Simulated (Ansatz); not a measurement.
Harmonic frequencies (cm⁻¹) at PBE0-D4/def2-TZVP from Ansatz: 146, 235, 316, 383, 467, 627, 751, 851, 919, 1085, 1092, 1130, 1153, 1227, 1349, 1362, 1401, 1476, 1480, 1492, 1763, 3058, 3069, 3078, 3153, 3163, 3174.

Each molecule was computed in one conformer, which needn't be the lowest.

Task: Which molecule is it?
A. `C=NC(C)F`
B. `C/N=C(/C)F`
C. `C=C(F)NC`
D. `C/C=C(\N)F`

Result: A.
